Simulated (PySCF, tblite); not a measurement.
# C2H4N−, a complex of two parts: NMR shifts, interaction energy, infrared bands, spin-spin couplings and core binding energies

The task here is to estimate one member of a computed series from the others.

Programs: tblite 0.8.0 and PySCF 2.14.0. All values are calculated, for the isolated system unless a continuum is named. Atoms count from 0, parts from 1.

## Starting point

7 atoms, charge -1, multiplicity 1; geometry: rigid parts in contact. Parts: 1 = atoms 0–4, `C`, charge 0; 2 = atoms 5–6, `[C-]#N`, charge -1.

The first run:

Job settings and geometry (Å):

```
{"job": {"kind": "dock", "xc": "GFN2-xTB", "basis": "xTB"}, "charge": -1, "multiplicity": 1, "parts": [{"atoms": "0-4", "charge": 0, "multiplicity": 1}, {"atoms": "5-6", "charge": -1, "multiplicity": 1}]}
C      0.000050    -0.000000     0.000103
H     -0.670434    -0.788155    -0.316724
H     -0.383189     0.955292    -0.334097
H      0.074169    -0.000214     1.079769
H      0.979404    -0.166923    -0.429051
C     -1.749644    -3.676322    -1.193725
N     -2.000855    -2.503826    -1.144094
```

With the program's defaults for keys left out, this is: GFN2-xTB search for minima from random contacts, gas phase.

On the command line:

```bash
> OMP_NUM_THREADS=1 python cluster_run.py task.json out
```

One launch serves the whole session: the jobs run in the order shown.

Steps of the session up to this table: Search for minima with GFN2-xTB; Geometry optimisation at PBE0-D3(BJ)/def2-TZVPD; NMR shieldings: PBE0/aug-pcSseg-2; Coupled-cluster interaction energy: CCSD(T) and MP2.

One table of the session follows, with a row left open; its other results are not shown here.

It belongs to the step «Coupled-cluster interaction energy: CCSD(T) and MP2». 

```
                 method  interaction energy (kcal/mol)
         HF/aug-cc-pVDZ                          -1.35
        MP2/aug-cc-pVDZ                              ?
       CCSD/aug-cc-pVDZ                          -2.28
    CCSD(T)/aug-cc-pVDZ                          -2.49
         HF/aug-cc-pVQZ                          -1.37
        MP2/aug-cc-pVQZ                          -2.86
    SCS-MP2/aug-cc-pVQZ                          -2.44
      MP2, extrapolated                          -2.91
CCSD(T), limit estimate                          -2.89
```

Q: Estimate the row for MP2/aug-cc-pVDZ from the others.

As computed: interaction energy (kcal/mol): -2.51. In the column «interaction energy (kcal/mol)» it lies between MP2/aug-cc-pVQZ (-2.86) and CCSD(T)/aug-cc-pVDZ (-2.49).
